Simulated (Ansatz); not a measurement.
Cost and result for the atomization energy of `CN1C=C1` (9 atoms, 9 bonds).

Cartesian coordinates in Å:
```
C 0.328 0.898 0.680
N -0.690 0.274 -0.163
C -0.130 -0.613 -1.217
C -0.608 -1.211 -0.199
H 1.246 0.298 0.763
H -0.084 1.053 1.681
H 0.583 1.878 0.267
H 0.287 -0.527 -2.203
H -0.931 -2.049 0.390
```

The species carries charge 0 and has multiplicity 1. The geometry is a stationary point of PBE0-D4/def2-TZVP. Program: Ansatz. All runs use 2 threads of an Arm Neoverse V2 on a shared host. Times are those of one run each, without the atoms' runs, and a repeat can differ threefold. Electronic energies, without spin–orbit coupling; frozen cores. CCSD(T)/CBS adds CCSD(T) − MP2 in def2-TZVPP to the MP2 limit, and its time is that of the two runs behind it. T1 = 0.011; the RHF reference is unstable towards UHF. HSE06 is the plane-wave form, built on full-range PBE exchange.

CCSD(T)/CBS is a level of theory with its own doubt, some kJ/mol a heavy atom from the limit and from the frozen cores, so smaller differences don't rank the functionals.

```
                             level  functions  wall time
            LDA (SPW92)/def2-TZVPP        194     0.95 s
                BLYP-D4/def2-TZVPP        194      1.8 s
   PBE-D4/def2-TZVPP (with forces)        194        2 s
                  CCSD(T)/def2-SVP         81      2.1 s
               HSE06-D4/def2-TZVPP        194      2.2 s
           CAM-B3LYP-D4/def2-TZVPP        194      2.3 s
                 B2PLYP/def2-TZVPP        194      3.7 s
r2SCAN-D4/def2-TZVPP (with forces)        194      3.8 s
                 B97M-V/def2-TZVPP        194        7 s
  ωB97M-V/def2-TZVPP (with forces)        194        8 s
                    MP2/def2-QZVPP        378       16 s
                CCSD(T)/def2-TZVPP        194       46 s
                 CCSD(T)/CBS(def2)          –       62 s
```

**Question.** What atomization energy does each give, and how far from CCSD(T)/CBS? (Estimate.)

**Answer.** Computed: 
| level | atomization (kJ/mol) | difference from CCSD(T)/CBS | per bond |
| --- | --- | --- | --- |
| LDA (SPW92)/def2-TZVPP | 4033.7 | 589.6 | 65.5 |
| BLYP-D4/def2-TZVPP | 3479.6 | 35.5 | 3.9 |
| PBE-D4/def2-TZVPP (with forces) | 3586.6 | 142.5 | 15.8 |
| CCSD(T)/def2-SVP | 3269.0 | -175.1 | -19.5 |
| HSE06-D4/def2-TZVPP | 3493.8 | 49.7 | 5.5 |
| CAM-B3LYP-D4/def2-TZVPP | 3468.4 | 24.3 | 2.7 |
| B2PLYP/def2-TZVPP | 3421.7 | -22.4 | -2.5 |
| r2SCAN-D4/def2-TZVPP (with forces) | 3452.5 | 8.4 | 0.9 |
| B97M-V/def2-TZVPP | 3456.0 | 11.9 | 1.3 |
| ωB97M-V/def2-TZVPP (with forces) | 3465.4 | 21.3 | 2.4 |
| MP2/def2-QZVPP | 3473.4 | 29.3 | 3.3 |
| CCSD(T)/def2-TZVPP | 3344.3 | -99.8 | -11.1 |
| CCSD(T)/CBS(def2) | 3444.1 | 0.0 | 0.0 |

In def2-TZVPP, CCSD(T) changes the Hartree–Fock value by +993.2 kJ/mol (the triples alone add +68.5 kJ/mol) and MP2 by +1063.0 kJ/mol; breaking electron pairs costs correlation energy, which Hartree–Fock lacks. Leaving LDA and LC-ωPBE aside and taking each functional with its dispersion term where it has one, the values, not all of them listed here, spread over 268.1 kJ/mol, from BHLYP-D4 to PBE-D4. LDA lies +460.6 kJ/mol from PBE without D4, its usual overbinding. From BLYP to BHLYP (50 % exact exchange), in def2-TZVPP and without D4, the atomization energy moves by −144.6 kJ/mol: exact exchange takes away binding that semilocal exchange gives to molecules.
